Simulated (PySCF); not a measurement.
Simulated outer-valence photoelectron spectrum of `CS[SiH3]` (methylsulfanylsilane). Method: EOM-IP-CCSD/aug-cc-pVDZ in PySCF, restricted Hartree–Fock reference, 11 core orbitals frozen, non-relativistic, gas phase, PBE0-D3(BJ)/def2-SVP geometry.

Each root has a Gaussian of 0.3 eV full width with its one-hole share as area; cross sections and vibrations are left out, and the highest printed point is 100.

ionisation energy (eV), intensity and a bar:
```
      8.8          7 ##
      9.0         49 ###############
      9.2         28 ########
      9.4          1 
      9.6          0 
      9.8          0 
     10.0          0 
     10.2          0 
     10.4          0 
     10.6          4 #
     10.8         42 #############
     11.0         37 ###########
     11.2          3 #
     11.4          0 
     11.6          0 
     11.8          2 
     12.0         29 #########
     12.2         48 ###############
     12.4         22 #######
     12.6         53 ################
     12.8         15 #####
     13.0          3 #
     13.2         36 ###########
     13.4         42 #############
     13.6          4 #
     13.8          0 
     14.0          0 
     14.2          0 
     14.4          0 
     14.6          2 #
     14.8         51 ###############
     15.0        100 ##############################
     15.2         17 #####
     15.4          0 
     15.6          0 
     15.8          0 
     16.0          0 
     16.2          0 
     16.4          0 
     16.6          0 
     16.8          0 
     17.0          0 
     17.2          5 #
     17.4         40 ############
     17.6         30 #########
     17.8          2 #
```

Where are the maxima, and how many lines lie under the curve?

7 maxima, at 9.1, 10.9, 12.1, 12.6, 13.3, 15.0 and 17.5 eV, from 8 lines. At this width some lines have no maximum of their own.

List the lines with their holes.

```json
{"E (eV)": "9.05", "leading hole (HF orbital)": "HOMO", "area": "0.95", "Koopmans (eV)": "9.70"}
{"E (eV)": "10.89", "leading hole (HF orbital)": "HOMO-1", "area": "0.95", "Koopmans (eV)": "11.56"}
{"E (eV)": "12.14", "leading hole (HF orbital)": "HOMO-2", "area": "0.95", "Koopmans (eV)": "12.85"}
{"E (eV)": "12.60", "leading hole (HF orbital)": "HOMO-3", "area": "0.94", "Koopmans (eV)": "13.38"}
{"E (eV)": "13.31", "leading hole (HF orbital)": "HOMO-4", "area": "0.94", "Koopmans (eV)": "14.11"}
{"E (eV)": "14.94", "leading hole (HF orbital)": "HOMO-6", "area": "0.94", "Koopmans (eV)": "16.15"}
{"E (eV)": "14.97", "leading hole (HF orbital)": "HOMO-5", "area": "0.94", "Koopmans (eV)": "16.12"}
{"E (eV)": "17.48", "leading hole (HF orbital)": "HOMO-7", "area": "0.85", "Koopmans (eV)": "19.24"}
```

The widest gap, 2.51 eV, lies between 14.97 and 17.48 eV. Only orbitals with −ε under 21 eV, eight at most, were ionised, so the high end of the curve may lack lines.

On an AMD EPYC 7571 with one thread (shared host), this took 2.2 min and 1.6 GiB of memory at its peak.
